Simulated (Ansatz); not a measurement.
# BH₂ClO (built from SMILES OBCl): functionals against CCSD(T) at one geometry

Aim: energy, forces and dipole at a displaced guess of a reacting structure, from CCSD(T) and from density functionals.

Computed with Ansatz 0.2.0, Gaussian basis. Level: single points in def2-TZVPP.

Correlated methods freeze the cores.

### Step 1. Starting geometry

5 atoms, charge 0, spin multiplicity 1.

Atoms are counted from 1 here; the program's logs count them from 0.

Bond lengths: B1–O3 1.338 Å, B1–H4 1.339 Å, B1–Cl5 1.752 Å, O3–H4 1.203 Å. Angles: O3–B1–H4 53.4°, O3–B1–Cl5 146.2°, H4–B1–Cl5 159.5°, B1–O3–H4 63.3°, B1–H4–O3 63.2°.

Coordinates:

```mol
BClH2O
  3D, bonds by distance, orders not assigned

  5  4  0  0  0  0  0  0  0  0999 V2000
   -0.1599    0.1863   -0.3222 B   0  0
    0.5783   -0.0995    1.2010 H   0  0
   -0.5492   -1.0933   -0.3124 O   0  0
    0.0968   -0.7183    0.6310 H   0  0
   -0.3017    1.7454   -1.1093 Cl  0  0
  1  3  8  0
  1  4  8  0
  1  5  8  0
  3  4  8  0
M  END
```

### Step 2. CCSD(T)/def2-TZVPP

File run/in.yaml:

```yaml
crystal:
  periodic: [false, false, false]
  atoms:
    - {symbol: B, position_ang: [-0.159900, 0.186300, -0.322200]}
    - {symbol: H, position_ang: [0.578300, -0.099500, 1.201000]}
    - {symbol: O, position_ang: [-0.549200, -1.093300, -0.312400]}
    - {symbol: H, position_ang: [0.096800, -0.718300, 0.631000]}
    - {symbol: Cl, position_ang: [-0.301700, 1.745400, -1.109300]}
basis:
  gaussian: {orbitals: def2-TZVPP}
correlation: {method: ccsd_t}
output: {forces: true}
```

No record of the launch command was kept for these runs.

### Step 3. PBE0-D4/def2-TZVPP

Edit run/in.yaml of step 2 so:

```diff
@@ -10,3 +10,3 @@
   gaussian: {orbitals: def2-TZVPP}
-correlation: {method: ccsd_t}
-output: {forces: true}
+hamiltonian: {xc: pbe0, dispersion: d4}
+output: {forces: true, orbitals: {seedname: orbitals}}
```

### Step 4. wB97M-V/def2-TZVPP

Edit run/in.yaml of step 3 so:

```diff
@@ -10,3 +10,3 @@
   gaussian: {orbitals: def2-TZVPP}
-hamiltonian: {xc: pbe0, dispersion: d4}
-output: {forces: true, orbitals: {seedname: orbitals}}
+hamiltonian: {xc: {name: wB97M-V}}
+output: {forces: true}
```

### Step 5. r2SCAN-D4/def2-TZVPP

Edit run/in.yaml of step 4 so:

```diff
@@ -10,3 +10,3 @@
   gaussian: {orbitals: def2-TZVPP}
-hamiltonian: {xc: {name: wB97M-V}}
+hamiltonian: {xc: r2scan, dispersion: d4}
 output: {forces: true}
```

### Step 6. PBE-D4/def2-TZVPP

Edit run/in.yaml of step 5 so:

```diff
@@ -10,3 +10,3 @@
   gaussian: {orbitals: def2-TZVPP}
-hamiltonian: {xc: r2scan, dispersion: d4}
+hamiltonian: {xc: pbe, dispersion: d4}
 output: {forces: true}
```

### Step 7. BHLYP-D4/def2-TZVPP

Edit run/in.yaml of step 6 so:

```diff
@@ -10,3 +10,3 @@
   gaussian: {orbitals: def2-TZVPP}
-hamiltonian: {xc: pbe, dispersion: d4}
+hamiltonian: {xc: {name: BHLYP}, dispersion: d4}
 output: {forces: true}
```

### Step 8. wB97X-V/def2-TZVPP

Edit run/in.yaml of step 7 so:

```diff
@@ -10,3 +10,3 @@
   gaussian: {orbitals: def2-TZVPP}
-hamiltonian: {xc: {name: BHLYP}, dispersion: d4}
+hamiltonian: {xc: {name: wB97X-V}}
 output: {forces: true}
```

(Steps that only read results are left out.)

Before running it: what results should come out? Wanted: energy less free atoms, CCSD(T)/def2-TZVPP; RMS force component; RMS force error; HOMO and LUMO, PBE0-D4; T1 diagnostic.

The runs gave:

| quantity | value |
| --- | --- |
| energy less free atoms, CCSD(T)/def2-TZVPP | -15.603 eV |
| RMS force component | 1.035 to 1.492 eV/Å over the methods |
| RMS force error | PBE0-D4 0.190, wB97M-V 0.216, r2SCAN-D4 0.096, PBE-D4 0.174, BHLYP-D4 0.511, wB97X-V 0.171 eV/Å |
| HOMO and LUMO, PBE0-D4 | -8.27 and -1.12 eV |
| T1 diagnostic | 0.017 |

Against CCSD(T) the functionals' energies less atoms differ by -1.411 to +0.471 eV, PBE-D4 by -1.411 eV. A larger basis would deepen the CCSD(T) value, while the functionals are nearly converged already, so the order here is not reliable. On forces the order runs from r2SCAN-D4 to BHLYP-D4.
